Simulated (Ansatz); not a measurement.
# SiN₂H₄: geometry and frequencies

Wanted for SiN₂H₄: geometry and frequencies.

Program: Ansatz 0.2.0. Level of theory: the levels named in each step. These are calculated values, not measurements.

**1. The structure to begin with**

Bond lengths: N3–N4 1.144 Å, N4–Si5 1.690 Å, Si5–H6 1.450 Å, Si5–H7 1.450 Å. Angles: N3–N4–Si5 159.0°, N4–Si5–H6 104.1°, N4–Si5–H7 104.4°, H6–Si5–H7 115.4°.

Coordinates:

```xyz
7

H    -0.5864   -3.2974   -1.4581
H    -0.4438   -2.5231   -1.2976
N    -0.2239    0.0607    1.7616
N     0.0147    0.2646    0.6612
Si    0.1105    0.0061   -1.0063
H    -0.6711    1.0863   -1.5758
H     1.5308    0.0450   -1.2965
```

**2. A rough first relaxation, PBE-D4/def2-SVP**

Contents of input.yaml:

```yaml
crystal:
  periodic: [false, false, false]
  atoms:
    - { symbol: H, position_ang: [-0.58641, -3.29737, -1.45811] }
    - { symbol: H, position_ang: [-0.44381, -2.52307, -1.2976] }
    - { symbol: "N", position_ang: [-0.2239, 0.06065, 1.76158] }
    - { symbol: "N", position_ang: [0.01469, 0.26457, 0.66123] }
    - { symbol: Si, position_ang: [0.11046, 0.00609, -1.00632] }
    - { symbol: H, position_ang: [-0.67111, 1.08632, -1.5758] }
    - { symbol: H, position_ang: [1.53075, 0.04505, -1.29648] }
basis:
  gaussian: { orbitals: def2-SVP }
hamiltonian:
  xc: pbe
  dispersion: d4
relax:
  f_tol: 0.03
  max_steps: 200
```

Run with:

```
$ ansatz run input.yaml --threads 4 --pin off --max-ram 10240MiB --backend cpu --events-out ev --progress --plain --runs-dir out
```

The runs that follow: Relaxation, PBE0-D4/def2-TZVPP; Frequencies, PBE0-D4/def2-TZVPP.

Before running it: what results should come out? Wanted: N3–N4 at PBE0-D4/def2-TZVPP; N4–Si5 at PBE0-D4/def2-TZVPP; frequencies at PBE0-D4/def2-TZVPP.

The runs gave:

| quantity | value |
| --- | --- |
| N3–N4 at PBE0-D4/def2-TZVPP | 1.099 Å |
| N4–Si5 at PBE0-D4/def2-TZVPP | 1.918 Å |
| frequencies at PBE0-D4/def2-TZVPP | 39 to 4369 cm⁻¹ |

**Reading.** No mode is imaginary, so the geometry is a minimum.
